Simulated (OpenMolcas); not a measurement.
# Exact exchange and the vertical energy of the triplet above the singlet of MgO (magnesium oxide)

MgO: 2 atoms, total charge 0, spin state singlet. SMILES: `[O]=[Mg]`. Geometry: relaxed at PBE0-D4/def2-TZVP.

The vertical energy of the triplet above the singlet y, in eV, basis aug-cc-pVTZ; a is the functional's share of exact exchange. Programs: OpenMolcas 26.06.

```
functional     program     a  y (eV)
       PBE  OpenMolcas     0    0.53
    revPBE  OpenMolcas     0    0.45
     B3LYP  OpenMolcas   0.2       ?
      PBE0  OpenMolcas  0.25   -0.14
     BHLYP  OpenMolcas   0.5   -0.67
```

Task: Fit y = c + s·a to the known rows and predict B3LYP.

Result: 
1. Means of the 4 rows: a = 0.1875, y = 0.042.
2. Σ(Δa)² = 0.17188, Σ(Δa·Δy) = -0.40188, so the slope is -0.40188/0.17188 = -2.3381.
3. Intercept: 0.042 − (-2.3381) × 0.1875 = 0.480. The largest residual of the fit is 0.050.
4. B3LYP: 0.480 + (-2.3381) × 0.2 = 0.01 eV.

The run gave 0.10 eV, so the prediction is off by -0.09 eV, more than the scatter of the fit. Exact exchange favours the state with more unpaired electrons. The rows mix families of semi-local functionals, which the line can't see.
